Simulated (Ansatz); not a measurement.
Ansatz (a quantum-chemistry and plane-wave program) input (r2SCAN/def2-TZVPP):

Ansatz 0.2 input:
```yaml
crystal:
  periodic: [false, false, false]
  atoms:
    - {symbol: C, position_ang: [-0.11694774, 1.03088931, -0.00007554]}
    - {symbol: C, position_ang: [1.22198947, 1.09440150, 0.02281699]}
    - {symbol: Cl, position_ang: [-0.60067191, -0.88892025, -0.01186726]}
    - {symbol: H, position_ang: [1.92742678, 0.26300953, 0.03327278]}
    - {symbol: H, position_ang: [1.65374524, 2.09688986, 0.03202189]}
basis:
  gaussian:
    orbitals: def2-TZVPP
hamiltonian:
  xc: {name: r2SCAN}
total_charge: -1
magnetization: {spin_polarized: false}
```

Output:

```
Functional definition: r2SCAN
integrals: 0.04 GiB planned
772 factors; their error is unknown
mean field: 0.38 GiB planned
mean field evaluation 1: about -14621.6455 eV, gradient 4.5e1 eV
mean field evaluation 2: about -14610.9504 eV, gradient 7.4e1 eV
mean field evaluation 4: about -14626.7024 eV, gradient 7.3e0 eV
mean field evaluation 8: about -14626.8235 eV, gradient 4.1e-1 eV
mean field evaluation 16: about -14626.8237 eV, gradient 1.6e-5 eV
mean field -14626.82374623 eV, -537.5258582569 hartree, gradient 1.5e-5 eV, S^2 0.000000; 0 other end points of the search recorded, 0 dependent functions left out
reference -14626.82375443 eV, -537.5258585580 hartree; 16, 16 occupied and 116, 116 virtual orbitals, 772 factors
Total energy: -14626.82375443 eV, -537.5258585580 hartree
```
